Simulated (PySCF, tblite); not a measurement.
Isomers of C3H4NO (doublet state), one GFN2-xTB conformer each. Single-point energies are computed at B3LYP/pcH-1 (PySCF, gas phase, no added dispersion term), electronic only. GFN2-xTB treats the open shell by occupation alone, and not every SCF solution was tested for stability.

**Question.** Rank them by B3LYP/pcH-1 energy, lowest first (kJ/mol).
A. `[H]/[N:1]=[C:2]\[C@@H:3]1[CH2:4][O:5]1` (doublet state) with N1–C2–C3–C4 82°
B. `[CH2:1]=[C:2][C:3]([NH2:4])=[O:5]` (doublet state) with C2–C3–N4–H -16° and -172°
C. `[CH2:1]=[C:2][NH:3][CH:4]=[O:5]` (doublet state) with C1–C2–N3–C4 -53°, C2–N3–C4–O5 8°

**Answer.** B (0.0), C (25.6), A (146.9).

As drawn, the highest has a three-membered ring, which the lowest lacks. GFN2-xTB itself gives, in the same order: 0.0, 7.6, 67.0. Both levels put the same isomer lowest; measured from each level's own lowest isomer, the values differ by up to 79.9 kJ/mol ([H]/N=[C]\[C@@H]1CO1: 67.0 against 146.9).

**Question.** What happens when harmonic zero-point energies from GFN2-xTB frequencies are added?

**Answer.** 
```json
{"SMILES": "C=[C]C(N)=O", "ZPE (kJ/mol)": "161.7", "electronic (kJ/mol)": "0.0", "with ZPE (kJ/mol)": "0.0"}
{"SMILES": "C=[C]NC=O", "ZPE (kJ/mol)": "164.0", "electronic (kJ/mol)": "25.6", "with ZPE (kJ/mol)": "27.8"}
{"SMILES": "[H]/N=[C]\\[C@@H]1CO1", "ZPE (kJ/mol)": "167.0", "electronic (kJ/mol)": "146.9", "with ZPE (kJ/mol)": "152.1"}
```

The zero-point energies span 5.3 kJ/mol. The order is unchanged.
